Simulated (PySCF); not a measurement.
C3H3NOS.
SMILES: `Sc1ccno1`

A PySCF run (density fitting, gas phase, GFN2-xTB geometry) gave HOMO -5.98 eV, LUMO -1.63 eV, dipole 2.05 D and E = -643.988 Eh.

**Question.** Which of these levels was it?
A. PBE0/def2-SVPD
B. PBE0/pcSseg-1
C. OLYP/def2-SVPD
D. CAM-B3LYP/pcseg-1
E. BP86/def2-SVPD

**Answer.** E. It is BP86/def2-SVPD. All candidates on this geometry:

```json
{"level and settings": "BP86/def2-SVPD, energy threshold 1e-08 Eh, fitting basis def2-universal-jkfit", "kind": "GGA", "basis functions": "154", "SCF cycles": "12", "E (Eh)": "-643.9880", "HOMO (eV)": "-5.98", "LUMO (eV)": "-1.63", "dipole (D)": "2.05"}
{"level and settings": "OLYP/def2-SVPD", "kind": "GGA", "basis functions": "154", "SCF cycles": "16", "E (Eh)": "-643.8867", "HOMO (eV)": "-5.74", "LUMO (eV)": "-1.37", "dipole (D)": "2.00"}
{"level and settings": "PBE0/def2-SVPD", "kind": "global hybrid", "basis functions": "154", "SCF cycles": "14", "E (Eh)": "-643.5244", "HOMO (eV)": "-6.96", "LUMO (eV)": "-0.64", "dipole (D)": "2.10"}
{"level and settings": "PBE0/pcSseg-1", "kind": "global hybrid", "basis functions": "124", "SCF cycles": "14", "E (Eh)": "-643.7665", "HOMO (eV)": "-6.93", "LUMO (eV)": "-0.48", "dipole (D)": "1.97"}
{"level and settings": "CAM-B3LYP/pcseg-1, grid level 1, energy threshold 1e-07 Eh", "kind": "range-separated hybrid", "basis functions": "103", "SCF cycles": "9", "E (Eh)": "-644.0611", "HOMO (eV)": "-8.18", "LUMO (eV)": "0.64", "dipole (D)": "2.04"}
```

The nearest other candidate, by the summed differences of HOMO and LUMO, is OLYP/def2-SVPD: its HOMO differs by +0.24 eV and its LUMO by +0.26 eV. Cycle counts include a coarse-grid stage where the run had one.

The values belong to the conformer `[SH:1][c:2]1[cH:3][cH:4][n:5][o:6]1`: H–S1–C2–C3 180°.
